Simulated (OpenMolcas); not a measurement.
# How methods differ on AlClF (SMILES [F][Al][Cl])

AlClF has 3 atoms, charge 0, and is taken as a doublet. SMILES: `[F][Al][Cl]`. Geometry: a GFN2-xTB relaxation, a rough one for these elements and not checked as a minimum.

```tsv
atom	x (Å)	y (Å)	z (Å)
F	-1.1021	1.1225	-0.4893
Al	-0.3350	-0.3286	-0.2168
Cl	1.4371	-0.7940	0.7060
```

Each level gives the energy change with the Al2–Cl3 bond stretched from 2.051 to 3.077 Å (eV). The values are calculated.

| level | kind | program | value (eV) | less FCI/STO-3G | CPU time (all runs) |
| --- | --- | --- | --- | --- | --- |
| ROHF/STO-3G | Hartree–Fock | OpenMolcas | 2.60 | +0.31 | 5 s |
| USVWN5/STO-3G | LDA | OpenMolcas | 2.01 | -0.28 | 8.8 s |
| UPBE/STO-3G | GGA | OpenMolcas | 1.76 | -0.53 | 10 s |
| U-r2SCAN/STO-3G | meta-GGA | OpenMolcas | 1.94 | -0.35 | 13 s |
| UPBE0/STO-3G | global hybrid | OpenMolcas | 2.04 | -0.25 | 9.9 s |
| CASSCF(3,3)/STO-3G | multireference | OpenMolcas | 2.43 | +0.14 | 4 s |
| FCI/STO-3G | exact in the basis | OpenMolcas | 2.29 | 0.00 | 58 s |

FCI/STO-3G is exact within its basis and frozen core, so for wave-function methods in that basis the difference is their error; functionals converge differently with the basis, so for them it is only a difference. The first shape isn't each level's own minimum. The values span 1.76 to 2.60 eV. All rows use very small basis sets, so even the best lies far from the true value. Times are those of the runs behind each value, whatever else they computed, on shared processors of several kinds: orders of magnitude only.
